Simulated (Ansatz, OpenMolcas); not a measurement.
# HBS (hydrogen boron sulfide): methods side by side

HBS has 3 atoms, charge 0, and is taken as a singlet. As SMILES, `B=S`. Geometry: relaxed at GFN2-xTB.

```jsonl
{"atom": "B", "x (Å)": "-0.0410", "y (Å)": "-0.0161", "z (Å)": "0.1425"}
{"atom": "S", "x (Å)": "0.3953", "y (Å)": "0.1465", "z (Å)": "-1.3797"}
{"atom": "H", "x (Å)": "-0.3543", "y (Å)": "-0.1304", "z (Å)": "1.2371"}
```

Each level gives the electronic atomisation energy (eV). The values are calculated. Electronic energies at fixed atoms, without zero-point motion or spin-orbit coupling.

| level | kind | program | value (eV) | CPU time (all runs) |
| --- | --- | --- | --- | --- |
| HF/STO-3G | Hartree–Fock | OpenMolcas | 10.22 | 5.6 s |
| PBE/STO-3G | GGA | Ansatz | 14.50 | 1.4 s |
| r2SCAN/STO-3G | meta-GGA | Ansatz | 14.14 | 4.9 s |
| B3LYP/STO-3G | global hybrid | Ansatz | 13.78 | 1.2 s |
| r2SCAN0/STO-3G | hybrid meta-GGA | Ansatz | 13.60 | 3.8 s |
| wB97X/STO-3G | range-separated hybrid | Ansatz | 13.55 | 5.2 s |
| RPA@PBE/STO-3G | RPA | Ansatz | 11.65 | 2 s |
| MP2/STO-3G | perturbation theory | Ansatz | 12.50 | 0.16 s |
| CCSD/STO-3G | coupled cluster or CI | Ansatz | 12.15 | 0.34 s |
| CCSDTQ/STO-3G | coupled cluster or CI | Ansatz | 12.33 | 4.8 s |

The values span 10.22 to 14.50 eV. All rows use very small basis sets, so none should be taken for the real molecule's value. In so small a basis fixed costs decide the times, and correlated methods can beat functionals. CPU times are rough (shared hosts, several kinds of processor and program).
